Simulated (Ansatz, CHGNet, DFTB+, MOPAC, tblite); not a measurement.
Diamond, TO(Γ) frequency

Reference value: 1333 cm⁻¹ (measured, low temperature, zero-point motion not removed; as tabulated in Kunc et al. (2003), arXiv:cond-mat/0304692).

**Question.** What do DFTB cp2k-scc, GFN1-xTB, PM6 semi-empirical Hartree-Fock (MOPAC), CHGNet 0.3.0, LDA, PBE, PBE-D3(BJ), r²SCAN, HSE06, PBE0 give, and how far is each from the reference?

**Answer.** 
| level (code) | value (cm⁻¹) | cell (Å³/atom) | difference (%) |
|---|---|---|---|
| DFTB cp2k-scc (DFTB+) | 1401 | 5.63 | +5.1 |
| GFN1-xTB (tblite) | 1358 | 5.57 | +1.9 |
| PM6 semi-empirical Hartree-Fock (MOPAC) | 1289 | 5.80 | -3.3 |
| CHGNet 0.3.0 | 1235 | 5.70 | -7.4 |
| LDA (Ansatz) | 1323 | 5.51 | -0.8 |
| PBE (Ansatz) | 1290 | 5.70 | -3.2 |
| PBE-D3(BJ) (Ansatz) | 1306 | 5.63 | -2.0 |
| r²SCAN (Ansatz) | 1324 | 5.64 | -0.7 |
| HSE06 (Ansatz) | 1372 | 5.57 | +2.9 |
| PBE0 (Ansatz) | 1375 | 5.57 | +3.2 |

Once the reference is moved by up to 2.0 % (a margin picked here for doubts on the reference and the settings, and for temperature and zero-point motion) and values within 0.7 % count as equal, the nearest can be r²SCAN (-0.7 %), LDA (-0.8 %), GFN1-xTB (+1.9 %) or PBE-D3(BJ) (-2.0 %). By the same margin the farthest can be CHGNet 0.3.0 (-7.4 %) or DFTB cp2k-scc (+5.1 %). Within 10 %: DFTB cp2k-scc, GFN1-xTB, PM6 semi-empirical Hartree-Fock (MOPAC), CHGNet 0.3.0, LDA, PBE, PBE-D3(BJ), r²SCAN, HSE06, PBE0.

The measured value isn't corrected to a static lattice, so vibrations enter the comparison.  GFN1-xTB, PM6 semi-empirical Hartree-Fock (MOPAC): the method was fitted mainly to molecules. GFN1-xTB, PM6 semi-empirical Hartree-Fock (MOPAC): the run uses a supercell at the zone centre in place of a k mesh. PBE-D3(BJ): the dispersion coefficients are held fixed in the derivatives. Each level is taken at its own relaxed cell. Cutoffs and k meshes differ between the levels. Ansatz's density-functional and Hartree–Fock values are scalar-relativistic unless marked +SOC, with PAW data made under PBE.

Machine-learned potentials (CHGNet 0.3.0) are trained on DFT data: a solid inside that data is no test of them.

Differences are worked out from the printed values.

Ansatz is a quantum-chemistry and plane-wave program.
